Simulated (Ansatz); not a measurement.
Input for Ansatz (development build ahead of 0.2.0):

```yaml
crystal:
  periodic: [false, false, false]
  atoms:
    - { symbol: Al, position_ang: [0.0, 0.0, 0.0] }
    - { symbol: Al, position_ang: [0.99778, 1.33037, 2.88034] }
basis:
  gaussian: { orbitals: "6-31G" }
magnetization:
  initial_magnetization: 2
hamiltonian:
  xc: hf
correlation:
  method: fci
  frozen_orbitals: { Al: 5 }
```

The input is written out in the form of the current development build from the run's settings.

The run gave:

```json
{
 "Converged": "yes",
 "Total energy": "-483.79753 hartree",
 "State": "lowest triplet root, of any spatial symmetry"
}
```
